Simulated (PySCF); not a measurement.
Argon: a sound run and one with changed settings

Sound run: Ar [Ar], Ar+ [Ne] 3s2 3p5. All numbers are calculated (PySCF 2.14, scalar relativity by spin-free X2C-1e, in cc-pVTZ-DK). In the sound run the correlated levels freeze [Ne]. The sound run starts from symmetry-adapted Hartree-Fock orbitals and uses a fine grid where one is needed.

A second run was set up differently.

```csv
species,method,sound run (hartree),changed run (hartree),converged
Ar,UHF,-528.62142,-528.62142,yes
Ar,PBE,-529.16110,-529.16110,no
Ar,BP86,-529.41721,-529.41721,no
Ar,MP2,-528.82753,-528.65547,yes
Ar,CCSD(T),-528.85147,-528.85147,yes
Ar+,UHF,-528.08649,-528.08649,no
Ar+,PBE,-528.58472,-528.58471,no
Ar+,BP86,-528.83667,-528.83666,no
```

Question: What was changed?
A. radial grid too coarse
B. level shift left on
C. basis contracted for another Hamiltonian
D. all electrons correlated in a valence basis

Answer: B. It used initial guess atom, at most 50 SCF cycles, level shift 10.0 hartree. A level shift leaves the converged SCF energy unchanged but raises the virtual orbital energies, which shrinks MP2 if it is not removed.
